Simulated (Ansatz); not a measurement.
A ladder of methods for SiNH4 (SMILES N[SiH2])

The species is SiNH4 (6 atoms), meant as a doublet with charge 0. SMILES: `N[SiH2]`. The coordinates come from a PBE0-D4/def2-TZVP relaxation. This is one conformer, not always the lowest.

```csv
atom,x (Å),y (Å),z (Å)
N,-0.0623,-0.8635,0.0209
Si,0.3074,0.8153,0.1616
H,0.5650,-1.4759,-0.4764
H,-0.5036,-1.3465,0.7876
H,0.6574,1.3078,-1.2041
H,-0.9216,1.4989,0.6643
```

Each level gives the vertical energy of the quartet above the doublet (eV). The values are calculated.

```
           level                    kind  program  value (eV)  less FCI/STO-3G
   USVWN5/STO-3G                     LDA   Ansatz       10.57            +0.22
 U-r2SCAN/STO-3G                meta-GGA   Ansatz       10.11            -0.24
U-r2SCAN0/STO-3G         hybrid meta-GGA   Ansatz       10.08            -0.27
   UB3LYP/STO-3G           global hybrid   Ansatz       10.28            -0.07
U-wB97M-V/STO-3G  range-separated hybrid   Ansatz       10.47            +0.12
   UHSE06/STO-3G  range-separated hybrid   Ansatz       10.18            -0.17
UCCSDT(Q)/STO-3G   coupled cluster or CI   Ansatz       10.35             0.00
      FCI/STO-3G      exact in the basis   Ansatz       10.35             0.00
```

FCI/STO-3G is exact within its basis and frozen core, so for wave-function methods in that basis the difference is their error; functionals converge differently with the basis, so for them it is only a difference. The values span 10.08 to 10.57 eV. All rows use very small basis sets, so none should be taken for the real molecule's value.
